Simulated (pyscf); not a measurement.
A first-order saddle from PySCF, ωB97X-D3(BJ)/def2-SVP:

```xyz
9

Ge     0.1980     0.2761    -0.2821
H      1.2165     0.4632    -1.8132
H      1.2091     1.3173     0.2328
H     -0.9046     0.7624    -1.2408
H      0.6795    -1.1796    -0.4245
Ge    -1.1690     0.0250     1.7735
H     -2.2947    -0.9964     1.5336
H     -0.2860    -0.4661     2.9341
H     -1.7936     1.3780     2.1570
```
Charge 0, spin multiplicity 2.

Surface: doublet, charge 0. Lowest wavenumbers (cm⁻¹): 696i, 120, 231, 231, 252.

Name the species on either side of this saddle.

GeH₄ (SMILES [GeH4]) + GeH₃• (SMILES [GeH3]) ⇌ H₃Ge–GeH₃ (SMILES [GeH3][GeH3]) + H• (SMILES [H]), a substitution at Ge read from left to right: Ge–H broken and Ge–Ge formed. At ωB97M-D3(BJ)/def2-TZVP it lies +24.7 kcal/mol from the left side and +6.5 kcal/mol from the right (each side as separated species at their lowest minima found). The same reactants have a lower exit, to GeH₃• + GeH₄ (barrier +7.3 kcal/mol at ωB97M-D3(BJ)/def2-TZVP, against +24.7 kcal/mol here). One saddle was located; it need not be the lowest between these sides. The angle at the attacked Ge is 180°. Elements up to Kr have no core potential and no relativistic terms here.
